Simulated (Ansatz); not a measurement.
A calculation with Ansatz (development build ahead of 0.2.0).

```yaml
crystal:
  periodic: [false, false, false]
  atoms:
    - { symbol: C, position_ang: [-0.23201, 0.56904, -1.04557] }
    - { symbol: F, position_ang: [0.22194, -0.56527, 0.94653] }
    - { symbol: H, position_ang: [-0.47281, -0.47464, -1.37382] }
    - { symbol: H, position_ang: [-0.95348, 1.15525, -0.43054] }
    - { symbol: H, position_ang: [0.80249, 0.92314, -1.30499] }
basis:
  gaussian: { orbitals: def2-SVP }
total_charge: 1
magnetization:
  spin_polarized: true
  initial_magnetization: 1
hamiltonian:
  xc: hf
correlation:
  method: mp2
  frozen_orbitals: { C: 1, F: 1, H: 0 }
output:
  forces: true
```

The input is written out in the form of the current development build from the run's settings.

Output:

| Property | Result |
| --- | --- |
| Converged | yes |
| Reference energy | -138.49015 hartree |
| Correlation energy | -0.25130 hartree |
| Total energy | -138.74145 hartree |
| Spin squared of the determinant | 0.753 |
| Stability test | minimum |

Forces (eV/Å):
```tsv
atom	Fx	Fy	Fz
C1	0.686	-1.088	0.639
F2	0.052	0.161	-0.174
H3	-0.181	0.968	-0.018
H4	0.403	-0.130	-0.681
H5	-0.960	0.089	0.234
```

Caution: MP2 on this radical cation hangs on the determinant chosen.
